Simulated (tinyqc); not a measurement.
Worked calculation (part 2 of 3): UHF in the sto-3g basis, for NH, spin multiplicity 3. Computed by tinyqc, a small Python program that keeps every step (integrals from PySCF). Command: `OMP_NUM_THREADS=1 python tinyqc.py 24791 24792 out.jsonl` (the two numbers bound the seeds that draw the settings). One thread of a shared host (Intel(R) Xeon(R) Processor @ 2.60GHz), about 0.2 s of CPU time with the checks.

Geometry (angstrom):
```
atom         x         y         z
N     0.000000  0.000000  0.000000
H     0.000000  0.000000  1.460000
```

## Iteration 3: building the Fock matrix

D(alpha) after iteration 2:
```
            1N 1s      1N 2s    1N 2px    1N 2py     1N 2pz      2H 1s
1N 1s    1.057991  -0.247756  0.000000  0.000000   0.025526   0.002481
1N 2s   -0.247756   1.063220  0.000000  0.000000  -0.131200  -0.052348
1N 2px   0.000000   0.000000  1.000000  0.000000   0.000000   0.000000
1N 2py   0.000000   0.000000  0.000000  1.000000   0.000000   0.000000
1N 2pz   0.025526  -0.131200  0.000000  0.000000   0.503145   0.391581
2H 1s    0.002481  -0.052348  0.000000  0.000000   0.391581   0.307194
```

D(beta) after iteration 2:
```
            1N 1s      1N 2s    1N 2px    1N 2py     1N 2pz      2H 1s
1N 1s    1.057342  -0.245027  0.000000  0.000000   0.035411   0.002190
1N 2s   -0.245027   1.052682  0.000000  0.000000  -0.172997  -0.063473
1N 2px   0.000000   0.000000  0.000000  0.000000   0.000000   0.000000
1N 2py   0.000000   0.000000  0.000000  0.000000   0.000000   0.000000
1N 2pz   0.035411  -0.172997  0.000000  0.000000   0.352584   0.398928
2H 1s    0.002190  -0.063473  0.000000  0.000000   0.398928   0.469485
```

core Hamiltonian H = T + V (hartree):
```
             1N 1s      1N 2s     1N 2px     1N 2py     1N 2pz      2H 1s
1N 1s   -24.557661  -5.646552   0.000000   0.000000  -0.007611  -0.504361
1N 2s    -5.646552  -6.619258   0.000000   0.000000  -0.096036  -1.361112
1N 2px    0.000000   0.000000  -5.253716   0.000000   0.000000   0.000000
1N 2py    0.000000   0.000000   0.000000  -5.253716   0.000000   0.000000
1N 2pz   -0.007611  -0.096036   0.000000   0.000000  -5.307813  -1.201375
2H 1s    -0.504361  -1.361112   0.000000   0.000000  -1.201375  -2.991546
```

Two-electron integrals (ij|kl) in chemists' order, unique and non-zero (hartree):
```
(11|11) 4.166630   (21|11) 0.640849   (21|21) 0.117461   (22|11) 0.969864
(22|21) 0.220936   (22|22) 0.708245   (31|31) 0.020960   (32|31) 0.032452
(32|32) 0.156449   (33|11) 0.967124   (33|21) 0.220977   (33|22) 0.708086
(33|33) 0.762805   (41|41) 0.020960   (42|41) 0.032452   (42|42) 0.156449
(43|43) 0.041119   (44|11) 0.967124   (44|21) 0.220977   (44|22) 0.708086
(44|33) 0.680568   (44|44) 0.762805   (51|51) 0.020960   (52|51) 0.032452
(52|52) 0.156449   (53|53) 0.041119   (54|54) 0.041119   (55|11) 0.967124
(55|21) 0.220977   (55|22) 0.708086   (55|33) 0.680568   (55|44) 0.680568
(55|55) 0.762805   (61|11) 0.057185   (61|21) 0.010411   (61|22) 0.019518
(61|33) 0.019476   (61|44) 0.019476   (61|51) 0.000505   (61|52) 0.000964
(61|55) 0.019606   (61|61) 0.000936   (62|11) 0.170746   (62|21) 0.039516
(62|22) 0.144247   (62|33) 0.141119   (62|44) 0.141119   (62|51) 0.003243
(62|52) 0.027154   (62|55) 0.150354   (62|61) 0.003601   (62|62) 0.041250
(63|31) 0.003616   (63|32) 0.022275   (63|53) 0.005149   (63|63) 0.004815
(64|41) 0.003616   (64|42) 0.022275   (64|54) 0.005149   (64|64) 0.004815
(65|11) 0.149134   (65|21) 0.034899   (65|22) 0.135687   (65|33) 0.129558
(65|44) 0.129558   (65|51) 0.006013   (65|52) 0.045304   (65|55) 0.147786
(65|61) 0.003283   (65|62) 0.046584   (65|65) 0.056639   (66|11) 0.360615
(66|21) 0.084700   (66|22) 0.355152   (66|33) 0.341033   (66|44) 0.341033
(66|51) 0.007307   (66|52) 0.086582   (66|55) 0.382973   (66|61) 0.007742
(66|62) 0.140688   (66|65) 0.177810   (66|66) 0.774606
```

nuclear repulsion = 2.53715101 hartree

J_ij = sum D_kl (ij|kl) with D = D(alpha) + D(beta), K_ij = sum D_kl (ik|jl) for each spin; F = H + J - K(s); E = tr D H + tr D J / 2 - 0.5 sum_s tr D(s) K(s) + E_nn.

Coulomb J (hartree):
```
            1N 1s     1N 2s    1N 2px    1N 2py     1N 2pz     2H 1s
1N 1s   13.473040  2.450277  0.000000  0.000000  -0.002753  0.217587
1N 2s    2.450277  5.811651  0.000000  0.000000   0.041363  1.195625
1N 2px   0.000000  0.000000  5.789196  0.000000   0.000000  0.000000
1N 2py   0.000000  0.000000  0.000000  5.789196   0.000000  0.000000
1N 2pz  -0.002753  0.041363  0.000000  0.000000   5.836585  1.143813
2H 1s    0.217587  1.195625  0.000000  0.000000   1.143813  3.239037
```

exchange K(alpha) (hartree):
```
           1N 1s      1N 2s    1N 2px    1N 2py     1N 2pz     2H 1s
1N 1s   4.267939   0.724868  0.000000  0.000000   0.001506  0.069504
1N 2s   0.724868   1.178464  0.000000  0.000000  -0.024462  0.271481
1N 2px  0.000000   0.000000  1.000245  0.000000   0.000000  0.000000
1N 2py  0.000000   0.000000  0.000000  1.000245   0.000000  0.000000
1N 2pz  0.001506  -0.024462  0.000000  0.000000   0.766900  0.307822
2H 1s   0.069504   0.271481  0.000000  0.000000   0.307822  0.431653
```

exchange K(beta) (hartree):
```
           1N 1s      1N 2s    1N 2px    1N 2py     1N 2pz     2H 1s
1N 1s   4.222313   0.655208  0.000000  0.000000   0.000960  0.061541
1N 2s   0.655208   0.839538  0.000000  0.000000  -0.050917  0.231668
1N 2px  0.000000   0.000000  0.189005  0.000000   0.000000  0.000000
1N 2py  0.000000   0.000000  0.000000  0.189005   0.000000  0.000000
1N 2pz  0.000960  -0.050917  0.000000  0.000000   0.578682  0.297677
2H 1s   0.061541   0.231668  0.000000  0.000000   0.297677  0.534440
```

F(alpha) (hartree):
```
             1N 1s      1N 2s     1N 2px     1N 2py     1N 2pz      2H 1s
1N 1s   -15.352559  -3.921144   0.000000   0.000000  -0.011870  -0.356279
1N 2s    -3.921144  -1.986071   0.000000   0.000000  -0.030210  -0.436968
1N 2px    0.000000   0.000000  -0.464765   0.000000   0.000000   0.000000
1N 2py    0.000000   0.000000   0.000000  -0.464765   0.000000   0.000000
1N 2pz   -0.011870  -0.030210   0.000000   0.000000  -0.238128  -0.365384
2H 1s    -0.356279  -0.436968   0.000000   0.000000  -0.365384  -0.184162
```

F(beta) (hartree):
```
             1N 1s      1N 2s    1N 2px    1N 2py     1N 2pz      2H 1s
1N 1s   -15.306933  -3.851483  0.000000  0.000000  -0.011324  -0.348315
1N 2s    -3.851483  -1.647145  0.000000  0.000000  -0.003756  -0.397155
1N 2px    0.000000   0.000000  0.346475  0.000000   0.000000   0.000000
1N 2py    0.000000   0.000000  0.000000  0.346475   0.000000   0.000000
1N 2pz   -0.011324  -0.003756  0.000000  0.000000  -0.049909  -0.355239
2H 1s    -0.348315  -0.397155  0.000000  0.000000  -0.355239  -0.286949
```

total energy of this density = -54.19402201 hartree

## Iteration 3: DIIS over 2 matrices

error matrix X^T (FDS - SDF) X (alpha):
```
           1          2         3         4          5          6
1   0.000000   0.015299  0.000000  0.000000  -0.009590   0.003717
2  -0.015299   0.000000  0.000000  0.000000   0.004415  -0.005132
3   0.000000   0.000000  0.000000  0.000000   0.000000   0.000000
4   0.000000   0.000000  0.000000  0.000000   0.000000   0.000000
5   0.009590  -0.004415  0.000000  0.000000   0.000000   0.002144
6  -0.003717   0.005132  0.000000  0.000000  -0.002144   0.000000
```

B (overlaps of the stored error matrices):
```
               1              2
1  3.9297155e-02  5.2346379e-03
2  5.2346379e-03  3.8407997e-03
```

Minimise |sum c_i e_i|^2 with sum c_i = 1: solve [B -1; -1 0][c; lambda] = [0; -1] with B_ij = tr e_i^T e_j summed over both spins, and take F = sum c_i F_i.

DIIS coefficients: -0.042666  1.042666

extrapolated F(alpha) (hartree):
```
             1N 1s      1N 2s     1N 2px     1N 2py     1N 2pz      2H 1s
1N 1s   -15.347977  -3.920278   0.000000   0.000000  -0.012096  -0.356209
1N 2s    -3.920278  -1.983914   0.000000   0.000000  -0.030844  -0.437291
1N 2px    0.000000   0.000000  -0.462245   0.000000   0.000000   0.000000
1N 2py    0.000000   0.000000   0.000000  -0.462245   0.000000   0.000000
1N 2pz   -0.012096  -0.030844   0.000000   0.000000  -0.239075  -0.365591
2H 1s    -0.356209  -0.437291   0.000000   0.000000  -0.365591  -0.184218
```

extrapolated F(beta) (hartree):
```
             1N 1s      1N 2s    1N 2px    1N 2py     1N 2pz      2H 1s
1N 1s   -15.302280  -3.850539  0.000000  0.000000  -0.011542  -0.348237
1N 2s    -3.850539  -1.644494  0.000000  0.000000  -0.003782  -0.397580
1N 2px    0.000000   0.000000  0.349134  0.000000   0.000000   0.000000
1N 2py    0.000000   0.000000  0.000000  0.349134   0.000000   0.000000
1N 2pz   -0.011542  -0.003782  0.000000  0.000000  -0.049204  -0.355671
2H 1s    -0.348237  -0.397580  0.000000  0.000000  -0.355671  -0.288981
```

## Iteration 3: diagonalisation and new density

X:
```
                1          2          3         4          5         6
1N 1s    0.390525   0.708451   0.000000  0.000000   0.566273  0.292455
1N 2s   -0.750032  -0.455878   0.000000  0.000000   0.375393  0.482196
1N 2px   0.000000   0.000000  -0.489348  0.872089   0.000000  0.000000
1N 2py   0.000000   0.000000   0.872089  0.489348   0.000000  0.000000
1N 2pz  -0.545833   0.596794   0.000000  0.000000  -0.566113  0.333120
2H 1s    0.821732  -0.356371   0.000000  0.000000  -0.302520  0.522408
```

Diagonalise F' = X^T F X, C = X C', fill 5 alpha and 3 beta electrons from the bottom; D(s) = C_occ C_occ^T. Each column has its largest component positive (the first on a tie).

F' = X^T F X (alpha) (hartree):
```
           1          2          3          4          5          6
1  -0.737570  -2.365072   0.000000   0.000000  -2.021731  -1.089172
2  -2.365072  -5.491961   0.000000   0.000000  -5.662827  -3.568778
3   0.000000   0.000000  -0.462245   0.000000   0.000000   0.000000
4   0.000000   0.000000   0.000000  -0.462245   0.000000   0.000000
5  -2.021731  -5.662827   0.000000   0.000000  -6.844312  -4.274105
6  -1.089172  -3.568778   0.000000   0.000000  -4.274105  -3.425145
```

orbital energies (alpha) (hartree): MO1 -15.355412, MO2 -1.048597, MO3 -0.462245, MO4 -0.462245, MO5 -0.412994, MO6 0.318015

coefficients C (alpha):
```
              MO1        MO2        MO3       MO4        MO5        MO6
1N 1s    0.994149  -0.258359   0.000000  0.000000   0.050537   0.054521
1N 2s    0.024119   0.996933   0.000000  0.000000  -0.247455  -0.296842
1N 2px   0.000000   0.000000   0.986114  0.166069   0.000000   0.000000
1N 2py   0.000000   0.000000  -0.166069  0.986114   0.000000   0.000000
1N 2pz   0.001768   0.043563   0.000000  0.000000   0.725690  -0.746339
2H 1s   -0.003679   0.093591   0.000000  0.000000   0.525044   0.939270
```

F' = X^T F X (beta) (hartree):
```
           1          2         3         4          5          6
1  -0.625496  -2.316419  0.000000  0.000000  -2.015171  -1.298666
2  -2.316419  -5.398810  0.000000  0.000000  -5.767411  -3.570487
3   0.000000   0.000000  0.349134  0.000000   0.000000   0.000000
4   0.000000   0.000000  0.000000  0.349134   0.000000   0.000000
5  -2.015171  -5.767411  0.000000  0.000000  -6.721125  -4.201924
6  -1.298666  -3.570487  0.000000  0.000000  -4.201924  -3.295472
```

orbital energies (beta) (hartree): MO1 -15.307084, MO2 -0.749169, MO3 -0.356681, MO4 0.349134, MO5 0.349134, MO6 0.372030

coefficients C (beta):
```
              MO1        MO2        MO3       MO4        MO5        MO6
1N 1s    0.995385  -0.239043   0.093840  0.000000   0.000000  -0.062193
1N 2s    0.019199   0.923740  -0.434713  0.000000   0.000000   0.318068
1N 2px   0.000000   0.000000   0.000000  0.991005  -0.133823   0.000000
1N 2py   0.000000   0.000000   0.000000  0.133823   0.991005   0.000000
1N 2pz   0.001496   0.056132   0.562952  0.000000   0.000000   0.874918
2H 1s   -0.002975   0.252320   0.670265  0.000000   0.000000  -0.808543
```

D(alpha) after iteration 3:
```
            1N 1s      1N 2s    1N 2px    1N 2py     1N 2pz      2H 1s
1N 1s    1.057635  -0.246094  0.000000  0.000000   0.027177  -0.001303
1N 2s   -0.246094   1.055691  0.000000  0.000000  -0.136104  -0.036710
1N 2px   0.000000   0.000000  1.000000  0.000000   0.000000   0.000000
1N 2py   0.000000   0.000000  0.000000  1.000000   0.000000   0.000000
1N 2pz   0.027177  -0.136104  0.000000  0.000000   0.528527   0.385090
2H 1s   -0.001303  -0.036710  0.000000  0.000000   0.385090   0.284444
```

D(beta) after iteration 3:
```
            1N 1s      1N 2s    1N 2px    1N 2py     1N 2pz      2H 1s
1N 1s    1.056740  -0.242497  0.000000  0.000000   0.040899  -0.000378
1N 2s   -0.242497   1.042639  0.000000  0.000000  -0.192843  -0.058352
1N 2px   0.000000   0.000000  0.000000  0.000000   0.000000   0.000000
1N 2py   0.000000   0.000000  0.000000  0.000000   0.000000   0.000000
1N 2pz   0.040899  -0.192843  0.000000  0.000000   0.320068   0.391486
2H 1s   -0.000378  -0.058352  0.000000  0.000000   0.391486   0.512930
```

Within a degenerate level the vectors are fixed only up to a rotation; this is one choice.

## Iteration 4: building the Fock matrix

As before.

Coulomb J (hartree):
```
            1N 1s     1N 2s    1N 2px    1N 2py     1N 2pz     2H 1s
1N 1s   13.460149  2.447477  0.000000  0.000000  -0.003949  0.217302
1N 2s    2.447477  5.804386  0.000000  0.000000   0.035727  1.194168
1N 2px   0.000000  0.000000  5.781882  0.000000   0.000000  0.000000
1N 2py   0.000000  0.000000  0.000000  5.781882   0.000000  0.000000
1N 2pz  -0.003949  0.035727  0.000000  0.000000   5.829427  1.142361
2H 1s    0.217302  1.194168  0.000000  0.000000   1.142361  3.243064
```

exchange K(alpha) (hartree):
```
           1N 1s      1N 2s    1N 2px    1N 2py     1N 2pz     2H 1s
1N 1s   4.268100   0.725736  0.000000  0.000000   0.001649  0.069468
1N 2s   0.725736   1.180717  0.000000  0.000000  -0.028210  0.272700
1N 2px  0.000000   0.000000  1.000704  0.000000   0.000000  0.000000
1N 2py  0.000000   0.000000  0.000000  1.000704   0.000000  0.000000
1N 2pz  0.001649  -0.028210  0.000000  0.000000   0.783349  0.305602
2H 1s   0.069468   0.272700  0.000000  0.000000   0.305602  0.416757
```

exchange K(beta) (hartree):
```
           1N 1s      1N 2s    1N 2px    1N 2py     1N 2pz     2H 1s
1N 1s   4.221032   0.654261  0.000000  0.000000   0.001104  0.061218
1N 2s   0.654261   0.831047  0.000000  0.000000  -0.065380  0.232778
1N 2px  0.000000   0.000000  0.186590  0.000000   0.000000  0.000000
1N 2py  0.000000   0.000000  0.000000  0.186590   0.000000  0.000000
1N 2pz  0.001104  -0.065380  0.000000  0.000000   0.553152  0.293974
2H 1s   0.061218   0.232778  0.000000  0.000000   0.293974  0.562795
```

F(alpha) (hartree):
```
             1N 1s      1N 2s     1N 2px     1N 2py     1N 2pz      2H 1s
1N 1s   -15.365612  -3.924811   0.000000   0.000000  -0.013208  -0.356527
1N 2s    -3.924811  -1.995589   0.000000   0.000000  -0.032098  -0.439644
1N 2px    0.000000   0.000000  -0.472538   0.000000   0.000000   0.000000
1N 2py    0.000000   0.000000   0.000000  -0.472538   0.000000   0.000000
1N 2pz   -0.013208  -0.032098   0.000000   0.000000  -0.261735  -0.364616
2H 1s    -0.356527  -0.439644   0.000000   0.000000  -0.364616  -0.165239
```

F(beta) (hartree):
```
             1N 1s      1N 2s    1N 2px    1N 2py     1N 2pz      2H 1s
1N 1s   -15.318544  -3.853336  0.000000  0.000000  -0.012663  -0.348277
1N 2s    -3.853336  -1.645919  0.000000  0.000000   0.005071  -0.399723
1N 2px    0.000000   0.000000  0.341575  0.000000   0.000000   0.000000
1N 2py    0.000000   0.000000  0.000000  0.341575   0.000000   0.000000
1N 2pz   -0.012663   0.005071  0.000000  0.000000  -0.031538  -0.352988
2H 1s    -0.348277  -0.399723  0.000000  0.000000  -0.352988  -0.311277
```

total energy of this density = -54.19757821 hartree

## Iteration 4: DIIS over 3 matrices

error matrix X^T (FDS - SDF) X (alpha):
```
           1          2         3         4          5          6
1   0.000000   0.005417  0.000000  0.000000  -0.012377   0.013349
2  -0.005417   0.000000  0.000000  0.000000   0.007036  -0.009099
3   0.000000   0.000000  0.000000  0.000000   0.000000   0.000000
4   0.000000   0.000000  0.000000  0.000000   0.000000   0.000000
5   0.012377  -0.007036  0.000000  0.000000   0.000000   0.003451
6  -0.013349   0.009099  0.000000  0.000000  -0.003451   0.000000
```

B (overlaps of the stored error matrices):
```
               1              2              3
1  3.9297155e-02  5.2346379e-03  3.1800875e-03
2  5.2346379e-03  3.8407997e-03  2.3810151e-03
3  3.1800875e-03  2.3810151e-03  2.1001319e-03
```

As before.

DIIS coefficients: -0.020309  -0.207704  1.228012

extrapolated F(alpha) (hartree):
```
             1N 1s      1N 2s     1N 2px     1N 2py     1N 2pz      2H 1s
1N 1s   -15.366407  -3.925235   0.000000   0.000000  -0.013621  -0.356550
1N 2s    -3.925235  -1.996733   0.000000   0.000000  -0.032830  -0.440408
1N 2px    0.000000   0.000000  -0.473111   0.000000   0.000000   0.000000
1N 2py    0.000000   0.000000   0.000000  -0.473111   0.000000   0.000000
1N 2pz   -0.013621  -0.032830   0.000000   0.000000  -0.267569  -0.364539
2H 1s    -0.356550  -0.440408   0.000000   0.000000  -0.364539  -0.160950
```

extrapolated F(beta) (hartree):
```
             1N 1s      1N 2s    1N 2px    1N 2py     1N 2pz      2H 1s
1N 1s   -15.318976  -3.853309  0.000000  0.000000  -0.013072  -0.348231
1N 2s    -3.853309  -1.644377  0.000000  0.000000   0.007071  -0.400510
1N 2px    0.000000   0.000000  0.341724  0.000000   0.000000   0.000000
1N 2py    0.000000   0.000000  0.000000  0.341724   0.000000   0.000000
1N 2pz   -0.013072   0.007071  0.000000  0.000000  -0.027014  -0.352681
2H 1s    -0.348231  -0.400510  0.000000  0.000000  -0.352681  -0.317791
```
